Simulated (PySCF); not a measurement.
# The bond of SiH−, level by level

The task here is to estimate one member of a computed series from the others.

Computed with PySCF 2.14.0. Level: Si aug-pcseg-1, H aug-pcseg-1, no relativity.

3 further runs of the same task are left out: 3 set aside as unsound or not needed.

The first run:

A driver script around PySCF takes these settings:

| Item | Value |
| --- | --- |
| atoms | Si, H |
| charge | -1 |
| basis | Si aug-pcseg-1, H aug-pcseg-1 |
| Hamiltonian | no relativity |
| basis functions | 36 |
| electrons treated | 16 |
| masses in u | 27.9769, 1.0078 |
| levels | PBE0, PBE, r²SCAN, BHandHLYP, M06, PW91, HF, MP2, SCS-MP2, CCSD, CCSD(T) |
| grid | 80 radial by 434 angular points |
| occupations | held fixed by the projection of orbital angular momentum |
| dissociation limit | Si− + H, each in its ground configuration |
| starting distance in angstrom | 1.535 |
| values of 2S to try | 0, 2, 4 |

Started as:

```console
$ OMP_NUM_THREADS=1 python dia.py task.json out
```

Steps of the session up to this table: Set-up; First curve: PBE0; PBE; r²SCAN (meta-GGA); BHandHLYP (global hybrid GGA); M06 (hybrid meta-GGA); PW91 (GGA); UHF; Adding correlation.

One of the session's tables, all rows but one given; the rest of the session is left out.

It belongs to the step «The curves together». Energy (eV) from each level's lowest point:

| R (Å) | UHF | UHF-MP2 | UHF-SCS-MP2 | UHF-CCSD | UHF-CCSD(T) |
| --- | --- | --- | --- | --- | --- |
| 1.346 | 0.375 | 0.375 | 0.382 | n/a | n/a |
| 1.409 | 0.158 | 0.160 | 0.165 | 0.173 | 0.176 |
| 1.471 | 0.041 | 0.042 | 0.046 | 0.051 | 0.053 |
| 1.518 | ? | ? | ? | ? | ? |
| 1.565 | 0.000 | 0.000 | 0.000 | 0.000 | 0.000 |
| 1.612 | 0.024 | 0.023 | 0.021 | 0.017 | 0.016 |
| 1.675 | 0.089 | 0.085 | 0.080 | 0.072 | 0.069 |
| 1.753 | 0.208 | 0.201 | 0.192 | 0.177 | 0.171 |
| 1.847 | 0.385 | 0.374 | 0.360 | 0.336 | 0.327 |
| 1.972 | 0.649 | 0.633 | 0.613 | n/a | n/a |

Q: Estimate the row for R (Å) = 1.518 from the others.

Worked estimate for «UHF». A straight line through the neighbours (1.471, 0.041) and (1.565, 0.000) gives 0.041 + (0.000 − 0.041) × (1.518 − 1.471) / (1.565 − 1.471) = 0.021; a parabola fitted to 4 rows on both sides gives 0.002.

The run gave: UHF: 0.003; UHF-MP2: 0.004; UHF-SCS-MP2: 0.006; UHF-CCSD: 0.009; UHF-CCSD(T): 0.010. In «UHF» the line misses by +0.018 and the parabola by -0.001.
